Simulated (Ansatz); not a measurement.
# ClH7Si2: the cost of one run

Method: PBE0-D4, def2-SVP first, then def2-TZVP; program: Ansatz 0.2.0, Gaussian basis.

152 further runs of the same task are left out: 152 set aside as unsound or not needed.

## Step 1: Where the work starts

The guess: 10 atoms, charge 0, spin multiplicity 1.

Atoms are counted from 1 here; the program's logs count them from 0.

Bond lengths: Si1–Cl2 2.173 Å, Si1–H3 1.489 Å, Si1–H4 1.453 Å, Si1–H5 1.453 Å, Cl2–Si6 2.173 Å, Si6–H8 1.453 Å, Si6–H9 1.489 Å, Si6–H10 1.453 Å. Angles: Cl2–Si1–H3 91.9°, Cl2–Si1–H4 108.9°, Cl2–Si1–H5 108.9°, H3–Si1–H4 101.5°, H3–Si1–H5 101.5°, H4–Si1–H5 134.6°, Si1–Cl2–Si6 97.5°, Cl2–Si6–H8 109.0°, Cl2–Si6–H9 91.9°, Cl2–Si6–H10 109.0°, H8–Si6–H9 101.5°, H8–Si6–H10 134.5°, H9–Si6–H10 101.5°.

As a file:

```xyz
10
ClH7Si2
Si   -0.3552    0.8724   -1.3355
Cl    0.7494   -0.9083   -0.7604
H     0.0138    0.6991   -2.7677
H    -1.7735    0.5586   -1.3625
H     0.4227    2.0460   -0.9768
Si    0.3219   -0.8321    1.3692
H    -0.6222    0.7562    0.6321
H     1.1631    0.1805    1.9836
H     1.1130   -2.0680    1.6217
H    -1.0330   -1.3044    1.5963
```

Distances that are to change: Si1–H7 1.99 Å, Cl2–Si6 2.17 Å, Si1–Cl2 2.17 Å, Si6–H7 1.99 Å.

## Step 2: Constrained relaxation of the guess

hold/in.yaml reads:

```yaml
crystal:
  periodic: [false, false, false]
  atoms:
    - {symbol: Si, position_ang: [-0.355200, 0.872400, -1.335500]}
    - {symbol: Cl, position_ang: [0.749400, -0.908300, -0.760400]}
    - {symbol: H, position_ang: [0.013800, 0.699100, -2.767700]}
    - {symbol: H, position_ang: [-1.773500, 0.558600, -1.362500]}
    - {symbol: H, position_ang: [0.422700, 2.046000, -0.976800]}
    - {symbol: Si, position_ang: [0.321900, -0.832100, 1.369200]}
    - {symbol: H, position_ang: [-0.622200, 0.756200, 0.632100]}
    - {symbol: H, position_ang: [1.163100, 0.180500, 1.983600]}
    - {symbol: H, position_ang: [1.113000, -2.068000, 1.621700]}
    - {symbol: H, position_ang: [-1.033000, -1.304400, 1.596300]}
basis:
  gaussian: {orbitals: def2-SVP}
hamiltonian: {xc: pbe0, dispersion: d4}
relax: {f_tol: 0.04, max_steps: 150, escape_saddle: false, constraints: [{distance: [0, 6]}, {distance: [1, 5]}, {distance: [0, 1]}, {distance: [5, 6]}]}
```

Launch:

```console
> ansatz run in.yaml --threads 4 --pin off --events-out ev --progress --plain --max-ram 9574MiB
```

**Question.** How long does this run take on 4 threads of Arm Neoverse V1, shared host?

About 5.5 s.
